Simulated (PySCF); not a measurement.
## Vibration and rotation of NO⁺

PBE0 constants of NO⁺, ¹Σ⁺ (singlet), closed shell (PySCF, no relativity, basis sets N def2-TZVP, O def2-TZVP; masses 14.0031 and 15.9949 u):

| Property | Result |
| --- | --- |
| ωe | 2530.0 cm⁻¹ |
| ωexe | 13.6 cm⁻¹ |
| Be | 2.0337 cm⁻¹ |
| αe | 0.0164 cm⁻¹ |
| D (centrifugal) | 5.26e-06 cm⁻¹ |
| De to N + O⁺ | 10.94 eV |

Question: Give the vibrational terms G(v) and spacings up to v = 6.

Answer: G(v) = ωe(v+½) − ωexe(v+½)².

```json
{"v": "0", "G(v) (cm⁻¹)": "1261.6", "G(v) − G(v−1)": "", "Bv (cm⁻¹)": "2.026"}
{"v": "1", "G(v) (cm⁻¹)": "3764.4", "G(v) − G(v−1)": "2502.8", "Bv (cm⁻¹)": "2.009"}
{"v": "2", "G(v) (cm⁻¹)": "6240.0", "G(v) − G(v−1)": "2475.6", "Bv (cm⁻¹)": "1.993"}
{"v": "3", "G(v) (cm⁻¹)": "8688.4", "G(v) − G(v−1)": "2448.4", "Bv (cm⁻¹)": "1.976"}
{"v": "4", "G(v) (cm⁻¹)": "11109.6", "G(v) − G(v−1)": "2421.2", "Bv (cm⁻¹)": "1.960"}
{"v": "5", "G(v) (cm⁻¹)": "13503.6", "G(v) − G(v−1)": "2394.0", "Bv (cm⁻¹)": "1.944"}
{"v": "6", "G(v) (cm⁻¹)": "15870.4", "G(v) − G(v−1)": "2366.8", "Bv (cm⁻¹)": "1.927"}
```

Question: How well does the Morse estimate ωe²/(4ωexe) reproduce De, and what is D0?

Answer: It gives 14.59 eV, 133 % of the computed De. D0 = De − G(0) = 10.94 − 0.16 = 10.78 eV.

Measured values (Huber and Herzberg, Constants of Diatomic Molecules (1979)): ωe = 2376.42 cm⁻¹, ωexe = 16.262 cm⁻¹, Be = 1.99727 cm⁻¹, αe = 0.01889 cm⁻¹.

For an ion De counts to the pair picked by the measured ionisation energies or electron affinities, which need not be the lowest pair at this level.
